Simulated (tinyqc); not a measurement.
RHF in the sto-3g basis, for H2F+, spin multiplicity 1, step by step. One step of it, computed by the program tinyqc.

Problem. Iteration 1: diagonalisation and new density. Diagonalise F' = X^T F X, C = X C', fill 5 alpha and 5 beta electrons from the bottom; D = 2 C_occ C_occ^T. Each column has its largest component positive (the first on a tie).

Fock matrix F (hartree), lower triangle:
```
             1F 1s      1F 2s     1F 2px     1F 2py     1F 2pz      2H 1s      3H 1s
1F 1s   -25.486590
1F 2s    -6.555283  -3.110463
1F 2px    0.000000   0.000000  -0.475793
1F 2py    0.000000   0.000000   0.000000  -0.602105
1F 2pz   -0.008205  -0.129662   0.000000   0.000000  -0.511801
2H 1s    -0.952101  -0.860977   0.000000  -0.344961  -0.215065  -0.529860
3H 1s    -0.952101  -0.860977   0.000000   0.344961  -0.215065  -0.224628  -0.529860
```

X, lower triangle:
```
            1F 1s      1F 2s    1F 2px     1F 2py     1F 2pz      2H 1s     3H 1s
1F 1s    1.023584
1F 2s   -0.134830   1.128961
1F 2px   0.000000   0.000000  1.000000
1F 2py   0.000000   0.000000  0.000000   1.063765
1F 2pz  -0.004370   0.041029  0.000000   0.000000   1.015763
2H 1s    0.016996  -0.193766  0.000000  -0.160249  -0.074738   1.097048
3H 1s    0.016996  -0.193766  0.000000   0.160249  -0.074738  -0.054734  1.097048
```

Give: F' = X^T F X; orbital energies; coefficients C; D after iteration 1.

Solution.

F' = X^T F X (hartree), lower triangle:
```
         1       2       3       4       5       6       7
1  -25.009
2   -3.394  -1.841
3    0.000   0.000  -0.476
4    0.000   0.000   0.000  -0.462
5   -0.015  -0.057   0.000   0.000  -0.476
6   -0.112  -0.346   0.000  -0.281  -0.145  -0.240
7   -0.112  -0.346   0.000   0.281  -0.145  -0.059  -0.240
```

orbital energies (hartree): MO1 -25.498, MO2 -1.541, MO3 -0.743, MO4 -0.534, MO5 -0.476, MO6 -0.052, MO7 0.100

coefficients C:
```
           MO1     MO2     MO3     MO4    MO5     MO6     MO7
1F 1s    0.994  -0.253   0.000   0.068  0.000   0.097   0.000
1F 2s    0.025   0.957   0.000  -0.326  0.000  -0.590   0.000
1F 2px   0.000   0.000   0.000   0.000  1.000   0.000   0.000
1F 2py   0.000   0.000   0.737   0.000  0.000   0.000   0.800
1F 2pz   0.002   0.119   0.000   0.886  0.000  -0.496   0.000
2H 1s   -0.004   0.079   0.340   0.216  0.000   0.731  -0.757
3H 1s   -0.004   0.079  -0.340   0.216  0.000   0.731   0.757
```

D after iteration 1, lower triangle:
```
         1F 1s   1F 2s  1F 2px  1F 2py  1F 2pz   2H 1s  3H 1s
1F 1s    2.114
1F 2s   -0.479   2.044
1F 2px   0.000   0.000   2.000
1F 2py   0.000   0.000   0.000   1.087
1F 2pz   0.063  -0.350   0.000   0.000   1.597
2H 1s   -0.019   0.009   0.000   0.501   0.401   0.337
3H 1s   -0.019   0.009   0.000  -0.501   0.401  -0.125  0.337
```
